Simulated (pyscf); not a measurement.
Optimised with ωB97X-D3(BJ)/def2-SVP in PySCF.

Task: Estimate the classical barrier height and the reaction energy of H₃C–C(CH₃)=CH–OH → HC≡C–CH₃ + H₃C–OH at ωB97M-D3(BJ)/def2-TZVP. The step runs on the singlet surface, breaks C–C, C–O and forms C–O; take the reactant's lowest minimum found as zero.

Result: ΔE‡ = 121.4 kcal/mol, ΔE = +44.0 kcal/mol. Zero-point energy shifts the barrier by -3.2 kcal/mol. It is an elimination, with an imaginary mode of 695i cm⁻¹. The same reactants have a lower exit, to H₃C–C•(CH₃)–CH=O + H• (no saddle counted: cutting one bond costs +82.0 kcal/mol at ωB97M-D3(BJ)/def2-TZVP, against +121.4 kcal/mol here). H₃C–C(CH₃)=CH–OH lies 13.8 kcal/mol over its isomer H₃C–CH₂–C(CH₃)=O (electronic energy, ωB97M-D3(BJ)/def2-TZVP). One saddle was located; it need not be the lowest between these sides.
